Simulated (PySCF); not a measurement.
Isomers of C4H3FS, one conformer each. Theory: core-valence-separated Tamm–Dancoff BHandHLYP/aug-pcX-1 (pcseg-1 on H, def2-SVPD on S) in PySCF, non-relativistic, gas phase, PBE0-D3(BJ)/def2-SVP geometry. No empirical shift is added; at this level the pattern usually sits a few eV under experiment.

P. `Fc1ccsc1`
Q. `F/C=C/C=C=S`

Main lines, eV (oscillator strength):
1. C K: 283.4 (0.011), 283.4 (0.100), 283.7 (0.056), 285.5 (0.068), 285.8 (0.033); F K: 686.2 (0.022), 686.5 (0.006), 687.7 (0.014), 688.1 (0.003), 688.2 (0.003)
2. C K: 282.0 (0.079), 283.4 (0.051), 283.9 (0.049), 284.6 (0.067), 284.8 (0.066); F K: 685.6 (0.010), 686.2 (0.010), 686.6 (0.011), 687.5 (0.015), 687.9 (0.002)
Listed: the first five lines at most of each edge with a tenth or more of its strongest line's intensity; roots within 0.03 eV on the same or equivalent atoms are summed. Only the lowest roots were sought, and the top ones are left out.

Question: Which spectrum belongs to which isomer?

Answer: 1 = P, 2 = Q.
- P: first C line listed at 283.4 eV, hole on the aromatic CH carbon; first F line listed at 686.2 eV, hole on the aryl fluorine.
- Q: first C line listed at 282.0 eV, hole on the central carbon of cumulated double bonds; first F line listed at 685.6 eV, hole on the vinyl fluorine.

Question: What are the ground-state energies of the isomers at BHandHLYP/aug-pcX-1 (pcseg-1 on H, def2-SVPD on S), relative to the lowest?

Answer: P 0.0, Q 130.2 kJ/mol (electronic energies on these geometries, no dispersion or zero-point terms).
